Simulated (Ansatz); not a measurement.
System: C2H3O2, net charge 0, doublet state. It need not be the lowest isomer of its formula. SMILES: [CH2]C(=O)O
Coordinates optimised at B3LYP-D3(BJ)/def2-TZVP (Ansatz, a program for electronic structure):
```xyz
7

C      0.0433     0.0886    -0.0502
O      0.2842     1.1633    -0.5641
O     -1.1757    -0.2094     0.4758
H     -1.7337     0.5723     0.3459
C      0.9861    -0.9936     0.0729
H      0.7081    -1.9254     0.5416
H      1.9810    -0.8476    -0.3170
```
Charge 0, spin multiplicity 2.

Parts of the frozen-core correlation energy in 6-31G* (Ansatz, hartree). Frozen orbitals: 4; correlated occupied orbitals by spin: 12 and 11; virtual: 50 and 51. UHF or UKS for open shells. No spin-orbit coupling. Non-relativistic.

| term | value |
|---|---|
| reference (HF) | -227.18330 |
| MP2 opposite-spin | -0.42206 |
| MP2 same-spin | -0.15559 |
| CCSD correlation | -0.60372 |
| (T) | -0.01763 |
| T1 diagnostic | 0.019 |
| largest doubles amplitude | 0.049 |
| <S^2> of the reference | 0.808 |
